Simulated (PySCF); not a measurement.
Gas-phase reaction: 3 CO + O₃ = 3 CO₂

Method: PySCF energies plus ideal-gas RRHO corrections (1 bar). 'Table' is the NASA 1993 thermochemical table (part measured, part estimated). After a fit of one offset per element over all species, the range-separated, M06-2X, PBE0/def2-QZVP and CCSD(T)/def2-TZVPP enthalpies, where run, lie to one side of the table for O₃ (+19 kJ/mol): a fault of the table's entry, another state or a shared error of the levels is possible; this was not checked at source. † marks an energy on the PBE0/def2-TZVP geometry and frequencies; other levels use their own. CCSD(T) freezes the core. 6-31G* has spherical d functions here. All species are closed-shell singlets. B3LYP is the form with VWN-RPA correlation. CCSD(T) isn't extrapolated to the basis-set limit; its ΔH°(298 K) is -1009.3 kJ in def2-SVP and -986.9 kJ in def2-TZVPP. The harmonic model lacks anharmonicity and excited electronic states, which grow with temperature; levels with a mode under 35 cm⁻¹ are left out. Strong static correlation: O₃. Warning, large T1 diagnostic: O₃ (CCSD(T)/def2-SVP†).

ΔH° and ΔS° at 298 K: table -991 kJ, -191 J/K; B3LYP/6-31G* -1054 kJ, -189 J/K; BLYP/def2-TZVP† -1006 kJ, -190 J/K; CCSD(T)/def2-SVP† -1009 kJ, -190 J/K; HF/def2-TZVP† -1105 kJ, -190 J/K.

Problem. With the heat capacities included, give log10 K at 600, 800, 1600, 2000, 2500 K for each.

Solution. 
```csv
T (K),table,B3LYP/6-31G*,BLYP/def2-TZVP†,CCSD(T)/def2-SVP†,HF/def2-TZVP†
600,76.2,81.8,77.6,77.9,86.2
800,54.6,58.9,55.6,55.9,62.1
1600,22.3,24.5,22.9,23.0,26.1
2000,15.9,17.7,16.4,16.5,19.0
2500,10.7,12.3,11.2,11.3,13.3
```
Ten kJ in ΔG° is worth 0.87 decades in K at 600 K and 0.21 at 2500 K. Holding ΔH° and ΔS° at their 298 K values would give 10.7 (table), 12.1 (B3LYP/6-31G*), 11.1 (BLYP/def2-TZVP†) at 2500 K.
